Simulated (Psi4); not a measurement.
**OH (SMILES [OH]) at UCAM-B3LYP/aug-cc-pVTZ**

Aim: the vertical electron affinity of OH at UCAM-B3LYP/aug-cc-pVTZ, from 2 runs. 

The results are computed with Psi4 1.11.

## 1. The system as given

OH has 2 atoms, charge 0, and is taken as a doublet. As SMILES, `[OH]`. Geometry: relaxed at PBE0-D4/def2-TZVP.

Bond lengths: O1–H2 0.973 Å.

## 2. Energy and gradient at UCAM-B3LYP/aug-cc-pVTZ

ho.xyz

```xyz
2
HO
O      0.415880    -0.133150     0.214550
H     -0.415880     0.133150    -0.214550
```

calc.py

```python
import psi4

psi4.set_memory(2200000000)
psi4.set_num_threads(1)
psi4.core.set_output_file('output.dat', False)

with open('ho.xyz') as f:
    atoms = ''.join(f.readlines()[2:])
geom = psi4.geometry('0 2\n' + atoms + 'symmetry c1')

options = {'basis': 'aug-cc-pVTZ', 'reference': 'uks', 'puream': True, 'e_convergence': 1e-09, 'd_convergence': 1e-08, 'scf_type': 'pk', 'dft_radial_points': 99, 'dft_spherical_points': 590, 'maxiter': 100}
psi4.set_options(options)

E = psi4.gradient('cam-b3lyp')
print('gradient / Eh bohr^-1')
print(E.np.round(6))
```

Run with:

```
$ python calc.py
```

output.dat:

```text
[...]
  Running in c1 symmetry.
[...]
  Nuclear repulsion =    4.350574239688279
[...]
  Multiplicity = 2
[...]
  Nalpha       = 5
  Nbeta        = 4
[...]
    Number of basis functions: 69
[...]
   @UKS iter   1:   -75.69577583649487   -4.70207e-01   5.17253e-03 DIIS/ADIIS
[...]
   @UKS iter  10:   -75.74251873130321   -3.58114e-12   3.61915e-09 DIIS
[...]
   @S^2 Observed:                7.526504130E-01
[...]
    Orbital Energies [Eh]
    ---------------------
    Alpha Occupied:
       1A    -19.285957     2A     -1.108534     3A     -0.557964
       4A     -0.499758     5A     -0.427019
    Alpha Virtual:
       6A      0.004035     7A      0.098479     8A      0.120083
       9A      0.125339    10A      0.137480    11A      0.212394
      12A      0.226961    13A      0.230109    14A      0.352509
      15A      0.537617    16A      0.545370    17A      0.552521
      18A      0.631228    19A      0.642822    20A      0.741427
      21A      0.766974    22A      0.781145    23A      0.810520
      24A      0.855088    25A      0.855861    26A      0.880849
[...]
  @UKS Final Energy:   -75.74251873130321
   => Energetics <=
    Nuclear Repulsion Energy =              4.3505742396882789
    One-Electron Energy =                -112.6069214945325143
    Two-Electron Energy =                  39.0317113027987403
    DFT Exchange-Correlation Energy =      -6.5178827792577128
    Empirical Dispersion Energy =           0.0000000000000000
    VV10 Nonlocal Energy =                  0.0000000000000000
    Total Energy =                        -75.7425187313032069
[...]
 Multipole Moments:
 ------------------------------------------------------------------------------------
     Multipole            Electronic (a.u.)      Nuclear  (a.u.)        Total (a.u.)
 ------------------------------------------------------------------------------------
 L = 1.  Multiply by 2.5417464519 to convert [e a0] to [Debye]
 Dipole X            :          0.0000000            0.0000000            0.0000000
 Dipole Y            :         -0.0000000           -0.0000000           -0.0000000
 Dipole Z            :          0.1966893           -0.8578758           -0.6611865
 Magnitude           :                                                    0.6611865
[...]
  -Total Gradient:
     Atom            X                  Y                   Z
    ------   -----------------  -----------------  -----------------
       1        0.000000000000    -0.000000000000    -0.000576046418
       2       -0.000000000000     0.000000000000     0.000576114814
[...]
```

On the terminal:

```text
gradient / Eh bohr^-1
[[ 0.       -0.       -0.000576]
 [-0.        0.        0.000576]]
```

Wall time 7.5 s (1 thread of Intel Xeon 6975P-C (Granite Rapids), shared host); peak memory 0.51 GiB.

## 3. The singlet anion: the energy at CAM-B3LYP/aug-cc-pVTZ

job.py

```python
import psi4

psi4.set_memory(2200000000)
psi4.set_num_threads(1)
psi4.set_output_file('psi4.out', False)

mol = psi4.geometry("""
-1 1
O
H 1 0.973071
units angstrom
symmetry c1
no_reorient
no_com
""")

options = {'basis': 'aug-cc-pVTZ', 'puream': True, 'e_convergence': 1e-09, 'd_convergence': 1e-08, 'scf_type': 'pk', 'dft_radial_points': 99, 'dft_spherical_points': 590}
psi4.set_options(options)

e_tot, wfn = psi4.energy("cam-b3lyp", molecule=mol, return_wfn=True)
psi4.oeprop(wfn, "LOWDIN_CHARGES", "DIPOLE", "MULLIKEN_CHARGES")
print(f'cam-b3lyp energy: {e_tot:.10f} Eh')
```

Run with:

```
$ python job.py
```

psi4.out:

```text
[...]
  Running in c1 symmetry.
[...]
  Nuclear repulsion =    4.350574300703649
[...]
  Multiplicity = 1
[...]
  Nalpha       = 5
  Nbeta        = 5
[...]
    Number of basis functions: 69
[...]
   @RKS iter   1:   -75.46945054916988   -2.43882e-01   1.33649e-02 DIIS/ADIIS
[...]
   @RKS iter  11:   -75.80911784791012   -2.71427e-12   7.46546e-09 DIIS
[...]
    Orbital Energies [Eh]
    ---------------------
    Doubly Occupied:
       1A    -18.848143     2A     -0.673659     3A     -0.163104
       4A     -0.026379     5A     -0.026379
[...]
  @RKS Final Energy:   -75.80911784791012
   => Energetics <=
    Nuclear Repulsion Energy =              4.3505743007036486
    One-Electron Energy =                -116.2772062050311348
    Two-Electron Energy =                  42.7815612862889054
    DFT Exchange-Correlation Energy =      -6.6640472298715316
    Empirical Dispersion Energy =           0.0000000000000000
    VV10 Nonlocal Energy =                  0.0000000000000000
    Total Energy =                        -75.8091178479101018
[...]
 Multipole Moments:
 ------------------------------------------------------------------------------------
     Multipole            Electronic (a.u.)      Nuclear  (a.u.)        Total (a.u.)
 ------------------------------------------------------------------------------------
 L = 1.  Multiply by 2.5417464519 to convert [e a0] to [Debye]
 Dipole X            :          0.0000000            0.0000000            0.0000000
 Dipole Y            :          0.0000000            0.0000000            0.0000000
 Dipole Z            :         -0.3928970            0.8578758            0.4649788
 Magnitude           :                                                    0.4649788
[...]
  Mulliken Charges: (a.u.)
   Center  Symbol    Alpha    Beta     Spin     Total
       1     O     4.52819  4.52819  0.00000 -1.05639
       2     H     0.47181  0.47181  0.00000  0.05639
   Total alpha =  5.00000, Total beta =  5.00000, Total charge = -1.00000
  Lowdin Charges: (a.u.)
   Center  Symbol    Alpha    Beta     Spin     Total
       1     O     3.99033  3.99033  0.00000  0.01934
       2     H     1.00967  1.00967  0.00000 -1.01934
  Total alpha =  5.00000, Total beta =  5.00000, Total charge = -1.00000
```

On the terminal:

```text
cam-b3lyp energy: -75.8091178479 Eh
```

It took 4.2 s on 1 thread of Intel Xeon 6975P-C (Granite Rapids), shared host; peak memory 0.51 GiB.

## 4. What came out

Level: UCAM-B3LYP/aug-cc-pVTZ.

| quantity | value |
| --- | --- |
| doublet OH: total energy | -75.74252 Eh |
| doublet OH: dipole moment | 1.68 D |
| doublet OH: HOMO energy (highest over α and β) | -10.88 eV |
| doublet OH: LUMO energy (lowest over α and β) | -3.28 eV |
| doublet OH: ⟨S²⟩ | 0.753 |
| doublet OH: largest force on an atom | 0.030 eV/Å |
| singlet anion: total energy | -75.80912 Eh |
| singlet anion: HOMO energy | -0.72 eV |
| singlet anion: LUMO energy | 4.32 eV |
| singlet anion: HOMO–LUMO gap (to an unbound level, set by the basis) | 5.04 eV |
| vertical electron affinity (to the singlet anion) | 1.812 eV |

In words: At fixed nuclei the extra electron is bound by 1.81 eV (175 kJ/mol).
